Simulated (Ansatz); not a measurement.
System (SMILES): [CH2]F (CH2-F), doublet.
Atoms: C1, F2, H3, H4. Bonds: C1-F2, C1-H3, C1-H4.

Basis-set convergence of the highest harmonic wavenumber at B3LYP with Ansatz (a first-principles code). Each level at its own minimum, finite differences of forces, unscaled; the reference is a large set that could be run, not a limit. Cartesian d functions, on some or all atoms, in 6-31G*, 6-31+G*; all else is spherical. The program fits the integrals of some runs and decomposes those of others, by size. Open shells are unrestricted. No added dispersion term, no relativity. Reference: the value in aug-pcseg-2, 3297 cm⁻¹, itself unsure by roughly 4 cm⁻¹ (its mean distance from aug-cc-pVTZ, def2-TZVPPD). Deviations are taken from unrounded values.

```
basis        functions  highest harmonic wavenumber (cm⁻¹)
-----------  ---------  ----------------------------------
6-31G*              34                                3289
6-31+G*             42                                3311
cc-pVDZ             38                                3275
aug-cc-pVDZ         64                                3309
def2-SVP            38                                3277
def2-SVPD           59                                3300
pcseg-1             38                                3291
aug-pcseg-1         64                                3287
6-311G**            48                                3281
6-311+G**           56                                3294
def2-TZVP           74                                3288
def2-TZVPD          95                                3292
cc-pVTZ             88                                3284
aug-cc-pVTZ        138                                3290
pcseg-2             88                                3295
aug-pcseg-2        138                                3297
def2-TZVPP          90                                3290
def2-TZVPPD        111                                3294
```

What the diffuse functions change, pair by pair:
- 6-31G* to 6-31+G*: 8 more functions, deviation -7 to 15 cm⁻¹
- cc-pVDZ to aug-cc-pVDZ: 26 more functions, deviation -22 to 12 cm⁻¹
- def2-SVP to def2-SVPD: 21 more functions, deviation -20 to 3 cm⁻¹
- pcseg-1 to aug-pcseg-1: 26 more functions, deviation -6 to -9 cm⁻¹
- 6-311G** to 6-311+G**: 8 more functions, deviation -15 to -2 cm⁻¹
- def2-TZVP to def2-TZVPD: 21 more functions, deviation -8 to -4 cm⁻¹
- cc-pVTZ to aug-cc-pVTZ: 50 more functions, deviation -12 to -7 cm⁻¹
- pcseg-2 to aug-pcseg-2: 50 more functions, deviation -2 to 0 cm⁻¹
- def2-TZVPP to def2-TZVPPD: 21 more functions, deviation -6 to -2 cm⁻¹

Leaving out the reference's own pair, they bring the value nearer the reference by more than 4 cm⁻¹ in 4 of 8 pairs.
